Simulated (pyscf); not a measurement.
Elementary routes open to HO–Si(F)(F)–F (SMILES O[Si](F)(F)F) + H• (SMILES [H]) in the gas phase (doublet surface):
A. F–Si•(F)–F (SMILES F[Si](F)F) + H₂O (SMILES O) (O–Si broken; H–O formed)
B. HO–Si•(F)–F (SMILES O[Si](F)F) + HF (SMILES F) (F–Si broken; F–H formed)

Single points on ωB97X-D3(BJ)/def2-SVP structures (PySCF, gas phase).

### Question
Rank the routes by free-energy barrier at 298 K, lowest first, for ωB97M-D3(BJ)/def2-TZVP energies (ideal gas, 1 atm, RRHO with modes under 100 cm⁻¹ raised to 100, one conformer, R ln 2 for chiral ones without a mode under 150 cm⁻¹).

### Answer
A (1.76 eV), B (2.52 eV)

Route A is the fastest of these, ahead of the next by 0.76 eV. The most stable products are those of A (ΔG = +0.91 eV), so kinetics and thermodynamics agree. At 1200 K A is still the fastest. A: On the product side the descent ends in a complex, 0.32 eV under the separated species and 1.08 eV under the saddle at ωB97X-D3(BJ)/def2-TZVP. B: On the product side the descent ends in a complex, 0.28 eV under the separated species and 1.55 eV under the saddle at ωB97X-D3(BJ)/def2-TZVP. Only these routes are compared; each barrier is that of the saddle found, and lower ones may exist.
